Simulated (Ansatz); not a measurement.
Basis-set extrapolation for AlH$_{3}$NS, SMILES `[NH2][Al][SH]` radical (PBE0-D4/def2-TZVP geometry, frozen core, the Gaussian-basis code of Ansatz). Multiplicity 2, UHF reference.

```csv
,def2-TZVPP,def2-QZVPP
HF,-695.749415,-695.770696
MP2 correlation,-0.449388,-0.485795
CCSD(T) correlation,-0.500145,not run
```

Energies in hartree. Use E(X) = E(∞) + A·exp(−7.88·√X) for Hartree–Fock and E(X) = E(∞) + B·X^(−2.97) for correlation, with X = 3 and 4, and add CCSD(T) minus MP2 of the smaller set to the MP2 limit.

Task: What is the CCSD(T) energy at the basis-set limit?

Result: HF limit: -695.770696 + (-0.021281) × 0.13774 = -695.77363. MP2 limit: -0.485795 + (-0.036407) × 0.74074 = -0.51276. Higher-order term: -0.500145 − (-0.449388) = -0.05076. Total: -696.33715 hartree, 2.38 eV below CCSD(T)/def2-TZVPP.
